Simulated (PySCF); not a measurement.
**What an electron can do to BP**

PBE in PySCF with def2-TZVPPD on every atom, for the lowest determinant that a PBE0 search found; no spin–orbit coupling.

```tsv
species	state (unpaired electrons)	Re (Å)	ωe (cm⁻¹)	energy of the minimum from the neutral (eV)	De (eV)	dissociates to
BP	triplet (σ ↑, π ↑)	1.754	942	0.00	3.91	B + P
BP⁺	quartet (σ ↑, π ↑↑)	1.867	746	9.33	3.26	B⁺ + P
```

Task: Work out the lowest energy to break BP into atoms, from its vibrational ground state.

Result: D0 = De − ωe/2 = 3.91 − 0.06 = 3.85 eV (PBE/def2-TZVPPD).

Task: Work out the ionisation energy of the B atom at this level and the threshold of dissociative ionisation.

Result: IE(B) = 9.33 + 3.26 − 3.91 = 8.68 eV, so B⁺ + P + e⁻ appears at D0 + IE(B) = 12.53 eV (PBE/def2-TZVPPD). The measured IE(B) is 8.298 eV (NIST ASD).

These are thermodynamic thresholds; the onsets seen under electron impact lie higher where the geometry changes, and cross-sections peak well above them.

For an ion De counts to the pair picked by the measured ionisation energies or electron affinities, which need not be the lowest pair at this level. States were picked by a PBE0 search and need not be the measured ground states.
